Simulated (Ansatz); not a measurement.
```yaml
crystal:
  periodic: [false, false, false]
  atoms:
    - {symbol: Sn, position_ang: [0.000808, 0.000034, -0.021758]}
    - {symbol: H, position_ang: [-0.058101, 1.243266, 1.282823]}
    - {symbol: H, position_ang: [-0.037098, -1.247239, 1.279742]}
basis:
  gaussian: {orbitals: def2-TZVP}
hamiltonian: {xc: pbe0}
relax: {f_tol: 0.004, max_steps: 80}
```

```sh
$ ansatz run in.yaml --threads 1 --pin off --events-out ev --progress --plain --max-ram 2176MiB
```

Steps of the relaxation (energy above the last step; positions in Å, forces in eV/Å):

```
3
step 1, 15.0 meV
Sn    0.001    0.000   -0.022   -0.022   -0.001    0.594
H    -0.058    1.243    1.283    0.012   -0.139   -0.297
H    -0.037   -1.247    1.280    0.010    0.140   -0.297
```

```
3
step 2, 41.4 meV
Sn   -0.003    0.000    0.088    0.025    0.001   -0.663
H    -0.057    1.334    1.228   -0.012   -0.066    0.332
H    -0.034   -1.338    1.225   -0.013    0.065    0.332
```

```
3
step 3, 0.0 meV
Sn   -0.001    0.000    0.018    0.001    0.000   -0.032
H    -0.057    1.258    1.263   -0.001    0.006    0.016
H    -0.036   -1.262    1.260   -0.001   -0.006    0.016
```

```
3
step 4, 0.0 meV
Sn   -0.001    0.000    0.016    0.000    0.000   -0.001
H    -0.058    1.257    1.264    0.000    0.000    0.001
H    -0.036   -1.261    1.261    0.000    0.000    0.001
```

Close pairs at the end: Sn1–H2 1.772 Å, Sn1–H3 1.772 Å.

A stationary point of restricted PBE0 after 4 steps (its stability towards spin polarisation wasn't tested); no frequencies were run, so it isn't proven a minimum. 4.5 s on 1 thread of Arm Neoverse V1, shared host.
